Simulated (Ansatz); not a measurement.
Reaction (formal exchange of groups at a C–C bond): `OCCCS` + `CF` → `OCCCF` + CH₃SH

Program: Ansatz. Geometries: PBE0-D4/def2-TZVP. ΔE: electronic, gas phase. CCSD(T)/CBS adds triple-zeta CCSD(T) − MP2 to the extrapolated MP2 energy (def2 sets, frozen cores). This one scheme is used for every species. One conformer a species, not always the lowest.

| level | ΔE (eV) |
| --- | --- |
| HF/def2-QZVPP | -0.18 |
| MP2/def2-QZVPP | -0.09 |

What does CCSD(T)/CBS give? (Estimate.)

Ansatz gave: -0.12 eV. The listed levels differ from it by -0.06, 0.03 eV.

Largest T1 diagnostic among the species: 0.010.

The D4 term adds +0.04 eV with B3LYP and +0.02 eV with PBE0; it sums over pairs of atoms, weighted by their polarisabilities, and B3LYP, whose exchange is more repulsive, gets the larger term. In def2-TZVPP, CCSD(T) changes the Hartree–Fock value by +0.06 eV (the triples alone add +0.01 eV) and MP2 by +0.09 eV.

B3LYP here is the variant with VWN-RPA as its local correlation; programs differ in this.
